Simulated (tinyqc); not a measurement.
UHF in the sto-3g basis, for OH-, spin multiplicity 1, step by step (part 1 of 2). The basis has no diffuse functions, so it cannot describe the extra electron: this is an exercise in the method, not the real anion. Computed by tinyqc, a small Python program that keeps every step (integrals from PySCF). Settings: charge = -1, multiplicity = 1, basis = sto-3g, energy threshold = 1e-10, iteration cap = 80, orthogonalisation = symmetric, start = core, DIIS depth = 4, method = UHF, break = 0.7. Command: `OMP_NUM_THREADS=1 python tinyqc.py 28986 28987 out.jsonl` (the two numbers bound the seeds that draw the settings). One thread of a shared host (Intel(R) Xeon(R) Processor @ 2.60GHz), about 0.09 s of CPU time with the checks. Later iterations appear only in the table of the cycle.

## One-electron integrals

Geometry (angstrom):
```
atom         x         y         z
O     0.000000  0.000000  0.000000
H     0.000000  0.000000  1.163000
```

Basis sto-3g: exponents (1/bohr^2) and contraction coefficients of normalised primitives:
```
element  l (shell)    exponent  coefficient
O            s (1)  130.709320     0.154329
O            s (1)   23.808861     0.535328
O            s (1)    6.443608     0.444635
O            s (2)    5.033151    -0.099967
O            s (2)    1.169596     0.399513
O            s (2)    0.380389     0.700115
O            p (3)    5.033151     0.155916
O            p (3)    1.169596     0.607684
O            p (3)    0.380389     0.391957
H            s (1)    3.425251     0.154329
H            s (1)    0.623914     0.535328
H            s (1)    0.168855     0.444635
```

Overlap, kinetic and nuclear-attraction integrals over the contracted functions; the nuclear repulsion is the sum of Za Zb / Rab.

nuclear repulsion = 3.64008400 hartree

overlap S:
```
           1O 1s     1O 2s    1O 2px    1O 2py    1O 2pz     2H 1s
1O 1s   1.000000  0.236704  0.000000  0.000000  0.000000  0.033077
1O 2s   0.236704  1.000000  0.000000  0.000000  0.000000  0.350522
1O 2px  0.000000  0.000000  1.000000  0.000000  0.000000  0.000000
1O 2py  0.000000  0.000000  0.000000  1.000000  0.000000  0.000000
1O 2pz  0.000000  0.000000  0.000000  0.000000  1.000000  0.316462
2H 1s   0.033077  0.350522  0.000000  0.000000  0.316462  1.000000
```

kinetic energy T (hartree):
```
            1O 1s      1O 2s    1O 2px    1O 2py    1O 2pz      2H 1s
1O 1s   29.003200  -0.168011  0.000000  0.000000  0.000000  -0.008921
1O 2s   -0.168011   0.808128  0.000000  0.000000  0.000000   0.050994
1O 2px   0.000000   0.000000  2.528731  0.000000  0.000000   0.000000
1O 2py   0.000000   0.000000  0.000000  2.528731  0.000000   0.000000
1O 2pz   0.000000   0.000000  0.000000  0.000000  2.528731   0.151618
2H 1s   -0.008921   0.050994  0.000000  0.000000  0.151618   0.760032
```

nuclear attraction V (hartree):
```
             1O 1s      1O 2s     1O 2px     1O 2py     1O 2pz      2H 1s
1O 1s   -61.073465  -7.290782   0.000000   0.000000  -0.010516  -1.042718
1O 2s    -7.290782  -9.505411   0.000000   0.000000  -0.129799  -2.505845
1O 2px    0.000000   0.000000  -9.406597   0.000000   0.000000   0.000000
1O 2py    0.000000   0.000000   0.000000  -9.406597   0.000000   0.000000
1O 2pz   -0.010516  -0.129799   0.000000   0.000000  -9.484645  -2.009492
2H 1s    -1.042718  -2.505845   0.000000   0.000000  -2.009492  -4.807889
```

core Hamiltonian H = T + V (hartree):
```
             1O 1s      1O 2s     1O 2px     1O 2py     1O 2pz      2H 1s
1O 1s   -32.070265  -7.458793   0.000000   0.000000  -0.010516  -1.051640
1O 2s    -7.458793  -8.697283   0.000000   0.000000  -0.129799  -2.454851
1O 2px    0.000000   0.000000  -6.877866   0.000000   0.000000   0.000000
1O 2py    0.000000   0.000000   0.000000  -6.877866   0.000000   0.000000
1O 2pz   -0.010516  -0.129799   0.000000   0.000000  -6.955914  -1.857873
2H 1s    -1.051640  -2.454851   0.000000   0.000000  -1.857873  -4.047857
```

## Two-electron integrals

Functions are numbered as in S; the eight-fold symmetry (ij|kl) = (ji|kl) = (kl|ij) leaves the list below.

Two-electron integrals (ij|kl) in chemists' order, unique and non-zero (hartree):
```
(11|11) 4.785065   (21|11) 0.741380   (21|21) 0.136873   (22|11) 1.118947
(22|21) 0.256633   (22|22) 0.817206   (31|31) 0.024477   (32|31) 0.037809
(32|32) 0.180518   (33|11) 1.115814   (33|21) 0.256684   (33|22) 0.817023
(33|33) 0.880159   (41|41) 0.024477   (42|41) 0.037809   (42|42) 0.180518
(43|43) 0.047444   (44|11) 1.115814   (44|21) 0.256684   (44|22) 0.817023
(44|33) 0.785270   (44|44) 0.880159   (51|51) 0.024477   (52|51) 0.037809
(52|52) 0.180518   (53|53) 0.047444   (54|54) 0.047444   (55|11) 1.115814
(55|21) 0.256684   (55|22) 0.817023   (55|33) 0.785270   (55|44) 0.785270
(55|55) 0.880159   (61|11) 0.104777   (61|21) 0.019200   (61|22) 0.035833
(61|33) 0.035763   (61|44) 0.035763   (61|51) 0.000872   (61|52) 0.001647
(61|55) 0.035978   (61|61) 0.002727   (62|11) 0.279096   (62|21) 0.064921
(62|22) 0.231890   (62|33) 0.227778   (62|44) 0.227778   (62|51) 0.004873
(62|52) 0.038722   (62|55) 0.239885   (62|61) 0.009302   (62|62) 0.084514
(63|31) 0.006491   (63|32) 0.038874   (63|53) 0.007844   (63|63) 0.011472
(64|41) 0.006491   (64|42) 0.038874   (64|54) 0.007844   (64|64) 0.011472
(65|11) 0.211319   (65|21) 0.049754   (65|22) 0.189746   (65|33) 0.181334
(65|44) 0.181334   (65|51) 0.009739   (65|52) 0.068535   (65|55) 0.206352
(65|61) 0.007413   (65|62) 0.084085   (65|65) 0.094187   (66|11) 0.447383
(66|21) 0.105727   (66|22) 0.435032   (66|33) 0.418348   (66|44) 0.418348
(66|51) 0.009449   (66|52) 0.105846   (66|55) 0.467870   (66|61) 0.015245
(66|62) 0.208153   (66|65) 0.236394   (66|66) 0.774606
```

## Orthogonalisation

S = U s U^T; symmetric (Loewdin) form X = U s^(-1/2) U^T, so that X^T S X = 1.

eigenvalues of S: 0.503720  0.840395  1.000000  1.000000  1.136354  1.519531

X:
```
            1O 1s      1O 2s    1O 2px    1O 2py     1O 2pz      2H 1s
1O 1s    1.022706  -0.129016  0.000000  0.000000  -0.005554   0.018928
1O 2s   -0.129016   1.080006  0.000000  0.000000   0.051208  -0.209459
1O 2px   0.000000   0.000000  1.000000  0.000000   0.000000   0.000000
1O 2py   0.000000   0.000000  0.000000  1.000000   0.000000   0.000000
1O 2pz  -0.005554   0.051208  0.000000  0.000000   1.045142  -0.185355
2H 1s    0.018928  -0.209459  0.000000  0.000000  -0.185355   1.101281
```

## Starting guess

The start is the orbitals of the core Hamiltonian, with HOMO and LUMO mixed by +/-0.7 rad for the two spins; D(s) = C_occ C_occ^T for each spin.

D(alpha) at the start:
```
            1O 1s      1O 2s     1O 2px     1O 2py     1O 2pz      2H 1s
1O 1s    1.062338  -0.269828   0.009304   0.013129  -0.017243   0.046842
1O 2s   -0.269828   1.177396  -0.085069  -0.120037   0.108526  -0.273035
1O 2px   0.009304  -0.085069   0.861248  -0.195786  -0.064980   0.319340
1O 2py   0.013129  -0.120037  -0.195786   0.723736  -0.091690   0.450606
1O 2pz  -0.017243   0.108526  -0.064980  -0.091690   1.098901  -0.259130
2H 1s    0.046842  -0.273035   0.319340   0.450606  -0.259130   0.556439
```

D(beta) at the start:
```
            1O 1s      1O 2s     1O 2px     1O 2py     1O 2pz      2H 1s
1O 1s    1.062338  -0.269828  -0.009304  -0.013129  -0.017243   0.046842
1O 2s   -0.269828   1.177396   0.085069   0.120037   0.108526  -0.273035
1O 2px  -0.009304   0.085069   0.861248  -0.195786   0.064980  -0.319340
1O 2py  -0.013129   0.120037  -0.195786   0.723736   0.091690  -0.450606
1O 2pz  -0.017243   0.108526   0.064980   0.091690   1.098901  -0.259130
2H 1s    0.046842  -0.273035  -0.319340  -0.450606  -0.259130   0.556439
```

## Iteration 1: building the Fock matrix

J_ij = sum D_kl (ij|kl) with D = D(alpha) + D(beta), K_ij = sum D_kl (ik|jl) for each spin; F = H + J - K(s); E = tr D H + tr D J / 2 - 0.5 sum_s tr D(s) K(s) + E_nn.

Coulomb J (hartree):
```
            1O 1s     1O 2s     1O 2px     1O 2py    1O 2pz     2H 1s
1O 1s   17.984519  3.408388   0.000000   0.000000  0.009986  0.479003
1O 2s    3.408388  8.451272   0.000000   0.000000  0.080530  2.388652
1O 2px   0.000000  0.000000   8.431766  -0.037156  0.000000  0.000000
1O 2py   0.000000  0.000000  -0.037156   8.405669  0.000000  0.000000
1O 2pz   0.009986  0.080530   0.000000   0.000000  8.492864  1.974528
2H 1s    0.479003  2.388652   0.000000   0.000000  1.974528  4.653115
```

exchange K(alpha) (hartree):
```
            1O 1s     1O 2s     1O 2px     1O 2py    1O 2pz     2H 1s
1O 1s    4.910512  0.842324  -0.000949  -0.001339  0.000481  0.124310
1O 2s    0.842324  1.359990   0.003033   0.004280  0.010227  0.357216
1O 2px  -0.000949  0.003033   1.044349  -0.163034  0.006303  0.102676
1O 2py  -0.001339  0.004280  -0.163034   0.929841  0.008893  0.144881
1O 2pz   0.000481  0.010227   0.006303   0.008893  1.169501  0.251460
2H 1s    0.124310  0.357216   0.102676   0.144881  0.251460  0.433334
```

exchange K(beta) (hartree):
```
           1O 1s      1O 2s     1O 2px     1O 2py     1O 2pz      2H 1s
1O 1s   4.910512   0.842324   0.000949   0.001339   0.000481   0.124310
1O 2s   0.842324   1.359990  -0.003033  -0.004280   0.010227   0.357216
1O 2px  0.000949  -0.003033   1.044349  -0.163034  -0.006303  -0.102676
1O 2py  0.001339  -0.004280  -0.163034   0.929841  -0.008893  -0.144881
1O 2pz  0.000481   0.010227  -0.006303  -0.008893   1.169501   0.251460
2H 1s   0.124310   0.357216  -0.102676  -0.144881   0.251460   0.433334
```

F(alpha) (hartree):
```
             1O 1s      1O 2s     1O 2px     1O 2py     1O 2pz      2H 1s
1O 1s   -18.996258  -4.892729   0.000949   0.001339  -0.001011  -0.696947
1O 2s    -4.892729  -1.606001  -0.003033  -0.004280  -0.059496  -0.423416
1O 2px    0.000949  -0.003033   0.509551   0.125878  -0.006303  -0.102676
1O 2py    0.001339  -0.004280   0.125878   0.597962  -0.008893  -0.144881
1O 2pz   -0.001011  -0.059496  -0.006303  -0.008893   0.367450  -0.134806
2H 1s    -0.696947  -0.423416  -0.102676  -0.144881  -0.134806   0.171924
```

F(beta) (hartree):
```
             1O 1s      1O 2s     1O 2px     1O 2py     1O 2pz      2H 1s
1O 1s   -18.996258  -4.892729  -0.000949  -0.001339  -0.001011  -0.696947
1O 2s    -4.892729  -1.606001   0.003033   0.004280  -0.059496  -0.423416
1O 2px   -0.000949   0.003033   0.509551   0.125878   0.006303   0.102676
1O 2py   -0.001339   0.004280   0.125878   0.597962   0.008893   0.144881
1O 2pz   -0.001011  -0.059496   0.006303   0.008893   0.367450  -0.134806
2H 1s    -0.696947  -0.423416   0.102676   0.144881  -0.134806   0.171924
```

total energy of this density = -73.34321475 hartree

## Iteration 1: diagonalisation and new density

Diagonalise F' = X^T F X, C = X C', fill 5 alpha and 5 beta electrons from the bottom; D(s) = C_occ C_occ^T. Each column has its largest component positive (the first on a tie).

F' = X^T F X (alpha) (hartree):
```
            1          2          3          4          5          6
1  -18.629185  -2.624827  -0.000547  -0.000771  -0.018152  -0.070502
2   -2.624827  -0.667237   0.017786   0.025096   0.021022  -0.286400
3   -0.000547   0.017786   0.509551   0.125878   0.012284  -0.111253
4   -0.000771   0.025096   0.125878   0.597962   0.017333  -0.156984
5   -0.018152   0.021022   0.012284   0.017333   0.457742  -0.277322
6   -0.070502  -0.286400  -0.111253  -0.156984  -0.277322   0.399374
```

orbital energies (alpha) (hartree): MO1 -19.005541, MO2 -0.394163, MO3 0.182870, MO4 0.420342, MO5 0.579852, MO6 0.884849

coefficients C (alpha):
```
              MO1        MO2        MO3        MO4        MO5        MO6
1O 1s    0.994171  -0.248831   0.092134   0.000000  -0.033045   0.055576
1O 2s    0.024255   0.938115  -0.450881   0.000000   0.196953  -0.326833
1O 2px  -0.000069   0.020835   0.136726   0.815887  -0.414538  -0.378628
1O 2py  -0.000097   0.029399   0.192927  -0.578212  -0.584935  -0.534263
1O 2pz   0.001595   0.075912   0.549704   0.000000   0.705149  -0.569348
2H 1s   -0.004840   0.184751   0.651970   0.000000  -0.482694   0.774075
```

F' = X^T F X (beta) (hartree):
```
            1          2          3          4          5          6
1  -18.629185  -2.624827   0.000547   0.000771  -0.018152  -0.070502
2   -2.624827  -0.667237  -0.017786  -0.025096   0.021022  -0.286400
3    0.000547  -0.017786   0.509551   0.125878  -0.012284   0.111253
4    0.000771  -0.025096   0.125878   0.597962  -0.017333   0.156984
5   -0.018152   0.021022  -0.012284  -0.017333   0.457742  -0.277322
6   -0.070502  -0.286400   0.111253   0.156984  -0.277322   0.399374
```

orbital energies (beta) (hartree): MO1 -19.005541, MO2 -0.394163, MO3 0.182870, MO4 0.420342, MO5 0.579852, MO6 0.884849

coefficients C (beta):
```
              MO1        MO2        MO3        MO4        MO5        MO6
1O 1s    0.994171  -0.248831   0.092134   0.000000  -0.033045   0.055576
1O 2s    0.024255   0.938115  -0.450881   0.000000   0.196953  -0.326833
1O 2px   0.000069  -0.020835  -0.136726   0.815887   0.414538   0.378628
1O 2py   0.000097  -0.029399  -0.192927  -0.578212   0.584935   0.534263
1O 2pz   0.001595   0.075912   0.549704   0.000000   0.705149  -0.569348
2H 1s   -0.004840   0.184751   0.651970   0.000000  -0.482694   0.774075
```

D(alpha) after iteration 1:
```
            1O 1s      1O 2s     1O 2px     1O 2py     1O 2pz      2H 1s
1O 1s    1.059873  -0.257369   0.021043   0.029692   0.010042   0.025236
1O 2s   -0.257369   1.122732  -0.123748  -0.174615  -0.037717  -0.215829
1O 2px   0.021043  -0.123748   0.856641  -0.202287  -0.215571   0.293086
1O 2py   0.029692  -0.174615  -0.202287   0.714563  -0.304182   0.413560
1O 2pz   0.010042  -0.037717  -0.215571  -0.304182   0.805175   0.032036
2H 1s    0.025236  -0.215829   0.293086   0.413560   0.032036   0.692215
```

D(beta) after iteration 1:
```
            1O 1s      1O 2s     1O 2px     1O 2py     1O 2pz      2H 1s
1O 1s    1.059873  -0.257369  -0.021043  -0.029692   0.010042   0.025236
1O 2s   -0.257369   1.122732   0.123748   0.174615  -0.037717  -0.215829
1O 2px  -0.021043   0.123748   0.856641  -0.202287   0.215571  -0.293086
1O 2py  -0.029692   0.174615  -0.202287   0.714563   0.304182  -0.413560
1O 2pz   0.010042  -0.037717   0.215571   0.304182   0.805175   0.032036
2H 1s    0.025236  -0.215829  -0.293086  -0.413560   0.032036   0.692215
```

## Iteration 2: building the Fock matrix

As before.

Coulomb J (hartree):
```
            1O 1s     1O 2s     1O 2px     1O 2py    1O 2pz     2H 1s
1O 1s   17.611721  3.325487   0.000000   0.000000  0.005489  0.467202
1O 2s    3.325487  8.255814   0.000000   0.000000  0.096340  2.368831
1O 2px   0.000000  0.000000   8.239736  -0.038390  0.000000  0.000000
1O 2py   0.000000  0.000000  -0.038390   8.212772  0.000000  0.000000
1O 2pz   0.005489  0.096340   0.000000   0.000000  8.291303  1.982463
2H 1s    0.467202  2.368831   0.000000   0.000000  1.982463  4.793329
```

exchange K(alpha) (hartree):
```
            1O 1s      1O 2s     1O 2px     1O 2py     1O 2pz     2H 1s
1O 1s    4.900731   0.832969  -0.000064  -0.000090   0.001200  0.122904
1O 2s    0.832969   1.323616  -0.039095  -0.055165  -0.014513  0.403872
1O 2px  -0.000064  -0.039095   1.027230  -0.168447  -0.124064  0.053085
1O 2py  -0.000090  -0.055165  -0.168447   0.908919  -0.175060  0.074905
1O 2pz   0.001200  -0.014513  -0.124064  -0.175060   1.041709  0.351096
2H 1s    0.122904   0.403872   0.053085   0.074905   0.351096  0.642915
```

exchange K(beta) (hartree):
```
           1O 1s      1O 2s     1O 2px     1O 2py     1O 2pz      2H 1s
1O 1s   4.900731   0.832969   0.000064   0.000090   0.001200   0.122904
1O 2s   0.832969   1.323616   0.039095   0.055165  -0.014513   0.403872
1O 2px  0.000064   0.039095   1.027230  -0.168447   0.124064  -0.053085
1O 2py  0.000090   0.055165  -0.168447   0.908919   0.175060  -0.074905
1O 2pz  0.001200  -0.014513   0.124064   0.175060   1.041709   0.351096
2H 1s   0.122904   0.403872  -0.053085  -0.074905   0.351096   0.642915
```

F(alpha) (hartree):
```
             1O 1s      1O 2s     1O 2px     1O 2py     1O 2pz      2H 1s
1O 1s   -19.359275  -4.966275   0.000064   0.000090  -0.006227  -0.707342
1O 2s    -4.966275  -1.765085   0.039095   0.055165  -0.018946  -0.489892
1O 2px    0.000064   0.039095   0.334640   0.130058   0.124064  -0.053085
1O 2py    0.000090   0.055165   0.130058   0.425987   0.175060  -0.074905
1O 2pz   -0.006227  -0.018946   0.124064   0.175060   0.293680  -0.226506
2H 1s    -0.707342  -0.489892  -0.053085  -0.074905  -0.226506   0.102556
```

F(beta) (hartree):
```
             1O 1s      1O 2s     1O 2px     1O 2py     1O 2pz      2H 1s
1O 1s   -19.359275  -4.966275  -0.000064  -0.000090  -0.006227  -0.707342
1O 2s    -4.966275  -1.765085  -0.039095  -0.055165  -0.018946  -0.489892
1O 2px   -0.000064  -0.039095   0.334640   0.130058  -0.124064   0.053085
1O 2py   -0.000090  -0.055165   0.130058   0.425987  -0.175060   0.074905
1O 2pz   -0.006227  -0.018946  -0.124064  -0.175060   0.293680  -0.226506
2H 1s    -0.707342  -0.489892   0.053085   0.074905  -0.226506   0.102556
```

total energy of this density = -73.80517268 hartree

## Iteration 2: DIIS over 2 matrices

error matrix X^T (FDS - SDF) X (alpha):
```
           1          2          3          4          5          6
1   0.000000  -0.000076   0.003979   0.005614   0.000222  -0.005619
2   0.000076   0.000000  -0.033531  -0.047313  -0.003412   0.047595
3  -0.003979   0.033531   0.000000   0.000000   0.080303  -0.012610
4  -0.005614   0.047313   0.000000   0.000000   0.113312  -0.017793
5  -0.000222   0.003412  -0.080303  -0.113312   0.000000   0.112703
6   0.005619  -0.047595   0.012610   0.017793  -0.112703   0.000000
```

B (overlaps of the stored error matrices):
```
               1              2
1  4.0753325e-01  1.8689229e-01
2  1.8689229e-01  1.5273786e-01
```

Minimise |sum c_i e_i|^2 with sum c_i = 1: solve [B -1; -1 0][c; lambda] = [0; -1] with B_ij = tr e_i^T e_j summed over both spins, and take F = sum c_i F_i.

DIIS coefficients: -0.183147  1.183147

extrapolated F(alpha) (hartree):
```
             1O 1s      1O 2s     1O 2px     1O 2py     1O 2pz      2H 1s
1O 1s   -19.425761  -4.979745  -0.000098  -0.000139  -0.007182  -0.709246
1O 2s    -4.979745  -1.794220   0.046810   0.066052  -0.011519  -0.502067
1O 2px   -0.000098   0.046810   0.302605   0.130823   0.147940  -0.044002
1O 2py   -0.000139   0.066052   0.130823   0.394490   0.208751  -0.062089
1O 2pz   -0.007182  -0.011519   0.147940   0.208751   0.280170  -0.243301
2H 1s    -0.709246  -0.502067  -0.044002  -0.062089  -0.243301   0.089852
```

extrapolated F(beta) (hartree):
```
             1O 1s      1O 2s     1O 2px     1O 2py     1O 2pz      2H 1s
1O 1s   -19.425761  -4.979745   0.000098   0.000139  -0.007182  -0.709246
1O 2s    -4.979745  -1.794220  -0.046810  -0.066052  -0.011519  -0.502067
1O 2px    0.000098  -0.046810   0.302605   0.130823  -0.147940   0.044002
1O 2py    0.000139  -0.066052   0.130823   0.394490  -0.208751   0.062089
1O 2pz   -0.007182  -0.011519  -0.147940  -0.208751   0.280170  -0.243301
2H 1s    -0.709246  -0.502067   0.044002   0.062089  -0.243301   0.089852
```
